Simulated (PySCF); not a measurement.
## Stationary points of Li2S

All numbers come from PBE0 in PySCF with S def2-TZVP, Li def2-TZVP; no relativity; density-fitted integrals.

Relaxations began from a few typed shapes. The search is not exhaustive: other isomers or separated fragments can lie lower, and high-lying points may rest on an excited occupation.

| spin | group | bonds | angles | imaginary modes (cm⁻¹) | ΔE (kJ/mol) | ΔE with ZPE (kJ/mol) |
| --- | --- | --- | --- | --- | --- | --- |
| singlet | C2v | S–Li 2.069 Å (×2) | Li–S–Li 136.5° | none | 0.0 | 0.0 |
| singlet | D∞h | S–Li 2.059 Å (×2) | Li–S–Li 180.0° | 33i, 33i | 0.9 | – |

The lowest minimum found is the singlet C2v: S–Li 2.069 Å (×2); Li–S–Li 136.5°.
